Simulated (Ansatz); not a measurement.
Basis-set extrapolation for C2HNOS (PBE0-D4/def2-TZVP geometry, frozen core, Ansatz 0.2.0). Multiplicity 1, RHF reference.

|  | def2-TZVPP | def2-QZVPP |
| --- | --- | --- |
| HF | -603.231905 | -603.251465 |
| MP2 correlation | -0.893511 | -0.959160 |
| CCSD(T) correlation | -0.949727 | not run |

Energies in hartree. Use E(X) = E(∞) + A·exp(−7.88·√X) for Hartree–Fock and E(X) = E(∞) + B·X^(−2.97) for correlation, with X = 3 and 4, and add CCSD(T) minus MP2 of the smaller set to the MP2 limit.

**Question.** What is the CCSD(T) energy at the basis-set limit?

**Answer.** HF limit: -603.251465 + (-0.019560) × 0.13774 = -603.25416. MP2 limit: -0.959160 + (-0.065649) × 0.74074 = -1.00779. Higher-order term: -0.949727 − (-0.893511) = -0.05622. Total: -604.31817 hartree, 358.5 kJ/mol below CCSD(T)/def2-TZVPP.
